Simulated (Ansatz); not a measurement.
Total energies of C2H3NO (`OC1=NC1`).

Cartesian coordinates in Å:
```
O -1.0361 -0.5569 1.1794
C -0.1584 -0.0067 0.3707
N 0.7282 0.8670 0.3255
C 0.3973 0.0138 -0.9371
H -0.9663 -0.1298 2.0456
H 1.1451 -0.7170 -1.2352
H -0.1097 0.5297 -1.7489
```

The species carries charge 0 and has multiplicity 1. The geometry is a stationary point of PBE0-D4/def2-TZVP. It is one conformer, not always the lowest. Basis def2-TZVPP, the Gaussian-basis code of Ansatz.

RPA on PBE orbitals: Hartree–Fock energy of these orbitals -206.75650 Eh, correlation -1.16653 Eh (frozen core).

```
functional  energy without D4 (Eh)  D4 term (kJ/mol)
      PBE0              -207.76701              -7.6
     B3LYP              -208.00258             -14.8
```

(1) Give the same for LDA (SPW92), PBE, revPBE, BLYP, r2SCAN, B97M-V, r2SCANh, r2SCAN0, HSE06 (plane-wave form), BHLYP, CAM-B3LYP, LC-ωPBE, ωB97X-V, ωB97M-V, B2PLYP, PBE-QIDH. (Best estimate.)

B3LYP takes the VWN-RPA correlation (the form of Gaussian; ORCA's B3LYP/G). HSE06 is the plane-wave form, built on full-range PBE exchange. The double hybrids freeze the cores in their second-order part.

Answers

(1) Computed: 
```tsv
functional	energy without D4 (Eh)	D4 term (kJ/mol)
LDA (SPW92)	-206.31151	–
PBE	-207.76611	-9.2
revPBE	-207.94853	-34.9
BLYP	-207.94911	-21.4
r2SCAN	-207.88878	-2.2
B97M-V	-207.97185	–
r2SCANh	-207.87568	-2.3
r2SCAN0	-207.85697	-2.5
HSE06 (plane-wave form)	-207.75672	-6.9
BHLYP	-207.87790	-9.9
CAM-B3LYP	-207.90953	-7.5
LC-ωPBE	-207.86696	–
ωB97X-V	-207.93461	–
ωB97M-V	-207.93155	–
B2PLYP	-207.84314	–
PBE-QIDH	-207.73113	–
```

LC-ωPBE has ω = 0.4 bohr⁻¹.
